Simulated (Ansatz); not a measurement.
This geometry of C₃H₆N (10 atoms, charge 1, multiplicity 1) is a first-order saddle point.

Theory: RKS LDA/def2-SVP (Ansatz).

```xyz
10
Properties=species:S:1:pos:R:3
C -1.427 1.382 0.367
N -0.556 0.643 -0.135
C 0.322 -0.100 -0.642
C 1.051 -1.154 0.084
H -2.497 1.077 0.348
H -1.136 2.351 0.834
H 0.531 0.090 -1.723
H 1.766 -1.668 -0.586
H 1.605 -0.721 0.948
H 0.341 -1.901 0.506
```

Question: Which two structures does it join? (They come from a converged band through this point; their orientation in space is the band's.)

Answer: No bond is made or broken. The dihedral N2–C3–C4–H10 goes from 0 to 123°. The two ends are copies of one structure, up to a mirror image or an exchange of like atoms.

First end point:

```xyz
10
Properties=species:S:1:pos:R:3
C -1.701 1.092 0.184
N -0.602 0.606 -0.150
C 0.506 0.112 -0.480
C 1.140 -1.036 0.174
H -2.641 0.716 -0.279
H -1.744 1.906 0.943
H 1.017 0.609 -1.339
H 1.322 -1.826 -0.592
H 2.154 -0.732 0.524
H 0.549 -1.446 1.015
```

Last end point:

```xyz
10
Properties=species:S:1:pos:R:3
C -1.332 1.485 0.378
N -0.573 0.636 -0.131
C 0.195 -0.218 -0.641
C 1.032 -1.152 0.117
H -2.391 1.225 0.602
H -0.953 2.507 0.606
H 0.220 -0.239 -1.757
H 2.095 -1.005 -0.186
H 0.926 -1.048 1.214
H 0.782 -2.192 -0.200
```

Question: How far does it lie above each of them?

Answer: 7.6 kJ/mol above the first and 7.6 kJ/mol above the second. This is the barrier of this one path; another mechanism may lie lower. Limits of this set-up: the dipole of an ion depends on the origin.

The run took 82 s on 1 CPU thread of a shared host.
